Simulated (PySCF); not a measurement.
Molfile (atoms numbered from 1):
```
HNO2
     RDKit          3D

  4  3  0  0  0  0  0  0  0  0999 V2000
    1.0780   -0.6649   -0.0625 O   0  0  0  0  0  0  0  0  0  0  0  0
    0.6724    0.4412   -0.0540 N   0  0  0  0  0  0  0  0  0  0  0  0
   -0.6664    0.5283    0.0266 O   0  0  0  0  0  0  0  0  0  0  0  0
   -1.0007   -0.3950    0.0594 H   0  0  0  0  0  0  0  0  0  0  0  0
  1  2  2  0
  2  3  1  0
  3  4  1  0
M  END
```

Geometry: PBE0-D3(BJ)/def2-SVP; GIAO absolute shieldings from PySCF 2.14, gas phase, non-relativistic, averaged over equivalent atoms.

At PBE0/pcSseg-1 (56 basis functions, 2.2 s wall time on 1 thread of an AMD EPYC 7B13, shared host):
| atoms | σ (ppm) |
| --- | --- |
| O1 | -566.8 |
| O3 | -137.6 |
| N2 | -348.5 |
| H4 | 20.75 |

**Question.** Estimate the result of repeating the calculation with CAM-B3LYP/pcSseg-2.

**Answer.** 
```tsv
atoms	σ at CAM-B3LYP/pcSseg-2	change
O1	-579.2	-12.4
O3	-142.6	-5.0
N2	-373.6	-25.1
H4	20.35	-0.40
```

The largest change is at N2 (nitroso nitrogen). Cost: 122 basis functions, 3.8 s wall time on 1 thread of an AMD EPYC 7B13, shared host.
